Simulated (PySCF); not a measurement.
```xyz
4

C     0.0214   -0.0162    0.0135
O     1.0348    0.0204    0.6819
O    -1.0534   -0.0239    0.6897
H    -0.0127   -0.0131   -1.0762
```

Basis set: cc-pVTZ (spherical functions). Frozen core: 3 orbitals. Charge -1, multiplicity 1.

Starred EOM-CCSD(T)(a) on the restricted Hartree–Fock determinant with PySCF 2.14.0; the energies are vertical.

**Question.** The solver was asked for the few lowest roots only. Give the ionization energies of singlet CHO₂(-) among them whose weight of singles is over 0.7.

**Answer.**

| root | energy (eV) | weight of singles |
| --- | --- | --- |
| 1 | 2.45 | 0.95 |
| 2 | 3.09 | 0.95 |
| 3 | 3.68 | 0.95 |

Higher main lines weren't sought. Caution: no diffuse functions for an anion.
